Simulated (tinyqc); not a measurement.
Worked calculation: Hueckel theory of the pi electrons, for the molecule C=C[CH2-] (SMILES; centres numbered as the heavy atoms are written). One step of it, computed by the program tinyqc.

Problem. Energy, charges, bond orders. E = sum n x; q_r = z_r - P_rr; bond order p = P_rs; free valence = sqrt(3) - sum of p over the bonds of the atom.

x values: [1.414214, 0.000000, -1.414214]

occupations: [2.000000, 2.000000, 0.000000]

charge and bond-order matrix P, order 1C, 2C, 3C:
$$\begin{pmatrix}
1.500000 & 0.707107 & -0.500000 \\
0.707107 & 1.000000 & 0.707107 \\
-0.500000 & 0.707107 & 1.500000
\end{pmatrix}$$

Centres:
```
centre  z_r, pi electrons of the neutral centre         h
1C                                            1  0.000000
2C                                            1  0.000000
3C                                            1  0.000000
```

Bonds:
```
i  j  k
1  2  1
2  3  1
```

Give: pi energy = 4 alpha + this times beta; pi charges; Bond orders and lengths from R = 1.517 - 0.180 p; free valence of the carbons; gap between the highest filled and the next level.

Solution.

pi energy = 4 alpha + this times beta = 2.8284

pi charges: 1C -0.5000, 2C 0.0000, 3C -0.5000

Bond orders and lengths from R = 1.517 - 0.180 p (angstrom, C-C alone):
```
bond       p       R
1-2   0.7071  1.3897
2-3   0.7071  1.3897
```

free valence of the carbons: 1C 1.0249, 2C 0.3178, 3C 1.0249

gap between the highest filled and the next level = 1.4142 |beta|
